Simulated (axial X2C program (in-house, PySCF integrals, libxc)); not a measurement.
# A two-component session on SiN: properties at the nuclei

Wanted for SiN: properties at the nuclei, at the two-component level.

Program: an in-house X2C program for linear molecules on PySCF integrals. Level of theory: two-component X2C with atomic mean-field terms, Si dyall-av3z, N dyall-av3z. These are calculated values, not measurements.

## 1. The job

task.json reads:

```json
{"zs": [14, 7], "q": 0, "bas": ["dyall-av3z", "dyall-av3z"], "r0": 1.67, "levels": ["PBE0", "HF", "B3LYP"], "nst": 1, "ff": 1, "thr": -3.5, "nmax": 130, "opt": {"ecut": 60}}
```

Keys: zs atomic numbers; q charge; bas basis sets; r0 starting distance in Å; levels methods (HF also brings MP2); nst determinants followed; ff finite-field run; thr threshold in hartree for freezing inner shells (an s shell follows its p shell); nmax most natural virtual spinors; ecut virtual cutoff in hartree.

The run is started by

```console
$ python soeom.py task.json out
```

The runs that follow: Expectation values, lowest determinant; Finite-field coupled cluster.

Before running it: what results should come out? Wanted: lowest determinant; Eeff magnitude; Ws magnitude Si; A∥/gI Si; qzz Si (for each run or level that gives them).

The runs gave:

| quantity | value |
| --- | --- |
| lowest determinant | Ω = 3/2 (excess of +ω over −ω: ω = 3/2) |
| Eeff magnitude (GV/cm), PBE0 | 0.00546 |
| Ws magnitude Si (kHz), PBE0 | 0.0011 |
| A∥/gI Si (MHz), PBE0 | 60.6 |
| qzz Si (a.u.), PBE0 | -2.08 |
| Eeff magnitude (GV/cm), CCSD(T) | 0.0116 |
| Ws magnitude Si (kHz), CCSD(T) | 0.00261 |
| A∥/gI Si (MHz), CCSD(T) | 51.3 |
| qzz Si (a.u.), CCSD(T) | -1.97 |

**Reading.** In the first state, the effective field runs from 0.00518 to 0.0343 GV/cm over the mean-field levels, so the levels don't agree on it. The expectation values come from single determinants, which for open shells can mix terms of unlike spin or miss the lowest Ω, so a determinant need not be a state. Eeff is the effective electric field on the electron dipole moment in this Ω state and Ws the scalar–pseudoscalar constant (defined with the proton number Z and per Ω); A∥ is the parallel hyperfine constant, which follows by multiplying with the nuclear g factor gI = μI/(I μN); qzz is the electric field gradient, eQq0 = 234.96 MHz × Q/barn × qzz; μ is positive if N is the positive end. The operators were transformed with the bare-nucleus X2C matrices. Correlation of the inner shells is missing, which matters for properties at the nucleus.
